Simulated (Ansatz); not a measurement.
# Si2H5 (doublet): the correlation ladder at distance Si1–H5 along a hydrogen transfer = 1.485 Å, cc-pVDZ

Aim: climb from Hartree-Fock through coupled cluster and multireference methods for Si2H5 (doublet) at one geometry and basis, and see what each rung misses.

Computed with Ansatz 0.2.0, Gaussian basis. Level: cc-pVDZ, core rule «outside noble gas», up to 10 orbitals frozen.

Plan: UHF; CCSD(T) on ROHF; CCSD(T) on UHF; BCCD(T) on ROHF; CISD; CCSDT(Q) on ROHF; CCSDT(Q) on UHF; CASSCF and MRCISD+Q, 3 electrons in 3 orbitals; CASSCF and NEVPT2, 3 electrons in 3 orbitals.

## Step 1: What is computed

The geometry derives from fragments relaxed apart (PBE0/def2-TZVP) and kept rigid, so it is no stationary point. A hydrogen atom is moved between rigid fragments.

7 atoms, charge 0, spin multiplicity 2.

Atoms are counted from 1 here; the program's logs count them from 0.

Bond lengths: Si1–H2 1.485 Å, Si1–H3 1.485 Å, Si1–H4 1.485 Å, Si1–H5 1.485 Å, Si6–H7 1.532 Å. Angles: H2–Si1–H3 109.5°, H2–Si1–H4 109.5°, H2–Si1–H5 109.5°, H3–Si1–H4 109.5°, H3–Si1–H5 109.5°, H4–Si1–H5 109.5°.

## Step 2: UHF

in.yaml

```yaml
crystal:
  periodic: [false, false, false]
  atoms:
    - {symbol: Si, position_ang: [-1.566462, 0.024363, 0.000000]}
    - {symbol: H, position_ang: [-2.061334, 1.424071, 0.000001]}
    - {symbol: H, position_ang: [-2.061333, -0.675491, 1.212183]}
    - {symbol: H, position_ang: [-2.061334, -0.675491, -1.212182]}
    - {symbol: H, position_ang: [-0.081847, 0.024363, 0.000000]}
    - {symbol: Si, position_ang: [1.715538, 0.024363, -0.000001]}
    - {symbol: H, position_ang: [2.111972, -1.455151, -0.000001]}
basis:
  gaussian: {orbitals: cc-pVDZ}
magnetization: {spin_polarized: true, initial_magnetization: 1}
hamiltonian: {xc: hf}
output: {orbitals: {seedname: orbitals}}
```

On the command line:

```bash
$ ansatz run in.yaml --threads 1 --pin off --events-out ev --progress --plain --max-ram 2816MiB --backend cpu
```

Further steps of the session: CCSD(T) on ROHF; CCSD(T) on UHF; BCCD(T) on ROHF; CISD; CCSDT(Q) on ROHF; CCSDT(Q) on UHF; CASSCF and MRCISD+Q, 3 electrons in 3 orbitals; CASSCF and NEVPT2, 3 electrons in 3 orbitals.

Q: Predict the results of all the runs planned. Wanted: UCCSDT(Q) below the RHF energy; RMP2 from UCCSDT(Q); UMP2 from UCCSDT(Q); RCCSD from UCCSDT(Q); RCCSD(T) from UCCSDT(Q); UCCSD(T) from UCCSDT(Q); RCCSDT(Q) from UCCSDT(Q); NEVPT2 pair from UCCSDT(Q); MRCISD+Q pair from UCCSDT(Q).

As calculated:

| quantity | value |
| --- | --- |
| UCCSDT(Q) below the RHF energy | -6.9331 eV |
| RMP2 from UCCSDT(Q) | +155.1 kJ/mol |
| UMP2 from UCCSDT(Q) | +157.0 kJ/mol |
| RCCSD from UCCSDT(Q) | +18.7 kJ/mol |
| RCCSD(T) from UCCSDT(Q) | +3.9 kJ/mol |
| UCCSD(T) from UCCSDT(Q) | +4.0 kJ/mol |
| RCCSDT(Q) from UCCSDT(Q) | 0.0 kJ/mol |
| NEVPT2 pair from UCCSDT(Q) | +154.3 kJ/mol |
| MRCISD+Q pair from UCCSDT(Q) | +4.8 kJ/mol |
| levels within 1 kcal/mol (43 meV) | RCCSD(T), UCCSD(T), BCCD(T), RCCSDT, UCCSDT, RCCSDT(Q) |
| T1 diagnostic | 0.017 |

In words: RCCSD(T) misses by +3.9 kJ/mol, 0.6 % of the correlation energy. Of the multireference levels listed MRCISD+Q pair comes nearest in total energy (+4.8 kJ/mol), which doesn't show that its space is the better one. These misses are within one basis, not against nature; the frozen cores of restricted and unrestricted runs differ, which can shift their rows.
